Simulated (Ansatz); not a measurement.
**CH3+ (singlet): wave-function methods side by side, cc-pVDZ**

An exercise on one series of results from a longer session: the logs are not shown, and one member is left open.

Computed with Ansatz 0.2.0, Gaussian basis. Level: cc-pVDZ, core rule «outside noble gas», up to 1 orbitals frozen.

The runs, in order: UHF; CCSD(T) on RHF; BCCD(T) on RHF; CISD; CCSDT(Q) on RHF; CISDTQ; CCSDTQ on RHF; CASSCF and MRCISD+Q, 6 electrons in 7 orbitals; CASSCF and MRCISD+Q(relaxed), 6 electrons in 7 orbitals; CASSCF and NEVPT2, 6 electrons in 7 orbitals; Full CI.

4 further runs of the same task are left out: 4 set aside as unsound or not needed. Runs told in other sessions of the task aren't counted.

### What is computed

The geometry is a PBE0/def2-TZVP stationary point (not a proven minimum) of the parent state, kept for this charge and spin.

4 atoms, charge 1, spin multiplicity 1.

Atoms are counted from 1 here; the program's logs count them from 0.

Bond lengths: C1–H2 1.080 Å, C1–H3 1.080 Å, C1–H4 1.080 Å. Angles: H2–C1–H3 120.0°, H2–C1–H4 120.0°, H3–C1–H4 120.0°.

Set-up of the first run:

Contents of in.yaml:

```yaml
crystal:
  periodic: [false, false, false]
  atoms:
    - {symbol: C, position_ang: [0.000000, 0.000000, 0.000000]}
    - {symbol: H, position_ang: [1.079931, 0.014026, -0.000321]}
    - {symbol: H, position_ang: [-0.552113, 0.928231, -0.002734]}
    - {symbol: H, position_ang: [-0.527818, -0.942256, 0.003055]}
basis:
  gaussian: {orbitals: cc-pVDZ}
total_charge: 1
magnetization: {spin_polarized: true, initial_magnetization: 0}
hamiltonian: {xc: hf}
output: {orbitals: {seedname: orbitals}}
```

The run is started by

```sh
$ ansatz run in.yaml --threads 1 --pin off --events-out ev --progress --plain --max-ram 4096MiB --backend cpu
```

Among the steps run: UHF; CCSD(T) on RHF; BCCD(T) on RHF; CISD; CCSDT(Q) on RHF; CISDTQ; CCSDTQ on RHF; CASSCF and MRCISD+Q, 6 electrons in 7 orbitals; CASSCF and MRCISD+Q(relaxed), 6 electrons in 7 orbitals; CASSCF and NEVPT2, 6 electrons in 7 orbitals; Full CI.

One of the session's tables, all rows but one given; the rest of the session is left out.

```
                   method  from FCI (meV)
                      RHF         +3567.5
                     RMP2          +700.0
                     CISD          +155.9
                    RCCSD           +60.1
                 RCCSD(T)           +11.0
                  BCCD(T)           +11.0
                   RCCSDT            +1.8
                   CISDTQ            +2.3
                RCCSDT(Q)            +0.3
                  RCCSDTQ             0.0
           CASSCF valence         +1861.2
           NEVPT2 valence          +493.3
           MRCISD valence               ?
         MRCISD+Q valence            +5.7
MRCISD+Q(relaxed) valence           -13.6
                      FCI               0
```

Q: Estimate the row for MRCISD valence from the others.

The run gave: from FCI (meV): +51.0. In the column «from FCI (meV)» it lies between BCCD(T) (+11.0) and RCCSD (+60.1).

To keep in mind: MRCISD+Q(relaxed) valence falls below full CI: the +Q correction isn't variational, and the cores differ from full CI's.
